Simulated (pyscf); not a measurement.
Single points on ωB97X-D3(BJ)/def2-SVP structures (PySCF, gas phase).

SMILES: O[Si](O)([SiH3])[SiH3]
```xyz
13

O      0.7122     1.8446    -0.7517
Si     0.0184     0.5302     0.0193
O      0.7587    -0.9232    -0.3596
Si    -2.2319     0.3980    -0.6193
Si     0.3686     0.8583     2.2919
H      0.4992     1.9823    -1.6805
H      0.5459    -1.3263    -1.2076
H     -2.3135     0.1804    -2.1002
H     -2.9636     1.6594    -0.2980
H     -2.9185    -0.7456     0.0522
H     -0.2906     2.1284     2.7191
H     -0.2406    -0.2703     3.0569
H      1.8260     0.9322     2.6008
```

Problem. What is the homolytic dissociation enthalpy (298 K, ωB97M-D3(BJ)/def2-TZVP) of the O–Si bond of HO–Si(OH)(SiH₃)–SiH₃, to OH• + HO–Si•(SiH₃)–SiH₃?

Solution. O–Si to OH• + HO–Si•(SiH₃)–SiH₃: 121.3 kcal/mol. The 7 functionals that were run give +115.9 (r²SCAN) to +122.6 kcal/mol (M06-2X). HO–Si(OH)(SiH₃)–SiH₃ lies 55.9 kcal/mol over its isomer H₃Si–O–SiH₂–O–SiH₃, and others may lie lower still (electronic energy, ωB97M-D3(BJ)). Other isomers of HO–Si•(SiH₃)–SiH₃ were not searched in full and may lie lower. Left out: the spin-orbit lowering of OH.
